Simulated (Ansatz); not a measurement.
The cluster MgO2H2, relaxed as a singlet with RKS B3LYP-D4/def2-TZVP in Ansatz, starting from the GFN2-xTB geometry. Force threshold 0.02 eV/Å.

The structure comes from a short search, and lower isomers may exist.

Start:

```xyz
5

Mg    0.2741    0.1139   -0.7742
O     1.0582    0.2492    0.7717
O    -1.4169   -0.2966   -0.8705
H     1.9891    0.3680    0.9354
H    -1.9044   -0.4345   -0.0625
```

(1) Estimate the energy that the relaxation releases and the steps that it takes.

(2) Does the start keep its bonding?

(3) Predict the relaxed structure.

Results:

(1) 18.5 kcal/mol, in 7 steps; 4.8 s on 4 threads of Arm Neoverse V2 on a shared host. No frequencies were taken in this run, so the end may be a saddle point.

(2) By distances, no bond broke or formed. The bond that changes most is Mg1–O2, from 1.74 to 1.77 Å (atoms count from 1).

(3) 
```xyz
5

Mg   -0.0005    0.0113   -0.0121
O     1.5488    0.3690    0.7627
O    -1.5566   -0.3233   -0.7908
H     2.4905    0.4839    0.8217
H    -2.4822   -0.5409   -0.7816
```
Bond lengths: 2 × Mg–O 1.77 Å; 2 × H–O 0.95 Å.
